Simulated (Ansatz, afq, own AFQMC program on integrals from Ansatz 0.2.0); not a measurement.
## Where AFQMC and coupled cluster stand for C2H5, doublet

| atom | x (Å) | y (Å) | z (Å) |
| --- | --- | --- | --- |
| C | 0.0000 | -0.0041 | 0.7102 |
| C | 0.0000 | 0.0010 | -0.7689 |
| H | 0.0000 | -1.0167 | 1.1165 |
| H | 0.8752 | 0.5176 | 1.1197 |
| H | -0.8752 | 0.5176 | 1.1197 |
| H | 0.0000 | -0.9170 | -1.3407 |
| H | 0.0000 | 0.9353 | -1.3164 |

Basis 6-31G. Noble-gas cores (and the filled d shells of Ga–Kr and In–Xe) are frozen. AFQMC by an in-house program on the Cholesky factors that Ansatz 0.2.0 writes for its CCSD(T) run. The CISD trial takes its coefficients from CCSD amplitudes. Released means that phaseless walkers are propagated on without the constraint, phases kept. Error bars are statistical, one sigma.

Determinant: UHF, the one that the program's search chose, which needn't be the lowest solution. The geometry is a PBE0/def2-TZVP stationary point of this or a neighbouring charge and spin state.

No full CI on the walks' own integrals is used here; CCSDT(Q) serves as the reference and is uncertain by about the last step of the cluster series.

The T1 diagnostic is 0.0073, the weight of the determinant in the CISD state is 0.914 and the ⟨S²⟩ of the determinant is 0.764. The size of the correlated space is 13 electrons in 26 orbitals.

Reference: CCSDT(Q), correlation energy -5.401 eV. The released energy is read at 1.50 1/Eh (meV from the phaseless value at times in 1/Eh: -6 ± 10 at 0.24, -17 ± 9 at 0.50, 0 ± 9 at 1.00, 5 ± 7 at 1.50).

```csv
level,E − E(reference) (meV),share of correlation (%)
HF,5401.2,0.00
MP2,942.9,82.54
CCSD,108.6,97.99
CCSD(T),17.5,99.68
CCSDT,5.1,99.90
ph-AFQMC/HF,-110.2 ± 53.9,102.04
ph-AFQMC/CISD,3.6 ± 8.9,99.93
released AFQMC,8.4 ± 7.3,99.84
```

A walk keeps the symmetry of its determinant, which the program's search chose and which needn't be the lowest solution, so a lower state of the same spin and another symmetry isn't excluded. Released energies are given only where the last usable release times agree within the noise; a slower fall can still hide under it.
